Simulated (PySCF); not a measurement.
# C3H8 (Propane): the cost of one run

Computed with PySCF 2.14.0, with density-fitted response routines of our own, on a single molecule, in the gas phase or a continuum. Atoms are numbered from 0 throughout.

### 1 Starting geometry

11 atoms, charge 0, multiplicity 1; geometry from: GFN2-xTB. The atoms were then displaced at random by about 0.01 Å, so the start is not that level's minimum.

Bonds of the start (Å): C0–C1 1.49, C1–C2 1.52, C0–H3 1.06, C0–H4 1.10, C0–H5 1.10, C1–H6 1.10, C1–H7 1.08, C2–H8 1.06, C2–H9 1.11, C2–H10 1.09.

### 2 Relaxing the molecule at PBE0-D3(BJ)/def2-TZVP

The job: settings as JSON, then the geometry in Å.

```
{"job": {"xc": "PBE0", "basis": "def2-TZVP", "d3": "d3bj", "grid": 2, "shake": 0.01, "kind": "geom"}, "charge": 0, "multiplicity": 1}
C     -1.233510     0.229280    -0.067630
C     -0.008450    -0.481200     0.396690
C      1.237150     0.099560    -0.241400
H     -2.110930    -0.165900     0.384660
H     -1.202860     1.302460     0.180960
H     -1.360290     0.182730    -1.154740
H      0.081760    -0.406690     1.486600
H     -0.068110    -1.529910     0.136620
H      1.209090     0.028020    -1.297480
H      2.137120    -0.433840     0.123260
H      1.357130     1.149670     0.036800
```

Command:

```console
$ OMP_NUM_THREADS=1 python probes_run.py task.json out
```

One launch serves the whole session: the jobs run in the order shown.

**Question.** How long does this first job take on 1 thread of Arm Neoverse V2, shared host, and how much memory does it need?

About 17 s, with a peak of 0.65 GiB.
